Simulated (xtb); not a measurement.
methoxyethane (C3H8O), SMILES COCC. All values are semi-empirical tight-binding results from xtb (GFN2-xTB unless named), good for trends rather than for accurate numbers. Geometry optimised at GFN2-xTB. One conformer was computed; it need not be the lowest.

```
Item                                           Result
--------------------------------------  -------------
orbital gap                                  11.95 eV
dipole moment                                  1.62 D
zero-point energy                       66.3 kcal/mol
G − E(el) at 298.15 K (modified RRHO)   48.8 kcal/mol
static polarisability (D4 model)           45.2 bohr³
solvation energy, GFN2-xTB/ALPB(water)  -1.4 kcal/mol
solvation energy, GFN2-xTB/ALPB(dmso)   -3.9 kcal/mol
```

Q: Give the IR lines (harmonic; lines under 4 % of the strongest left out, lines within 3 cm⁻¹ merged). (The exact figures need the calculation; the answer reports its results.)

A: ν (cm⁻¹): 104 (w), 366 (w), 466 (w), 825 (w), 887 (m), 1021 (m), 1075 (m), 1102 (m), 1132 (m), 1139 (vs), 1200 (m), 1284 (w), 1342 (m), 1398 (w), 1473 (w), 1496 (w), 2854 (vs), 2897 (vs), 2925 (s), 2967 (m), 3024 (m), 3039 (s), 3046 (s) (against the strongest line: vs over 80 %, s over 45 %, m over 15 %, w over 4 %, vw less)
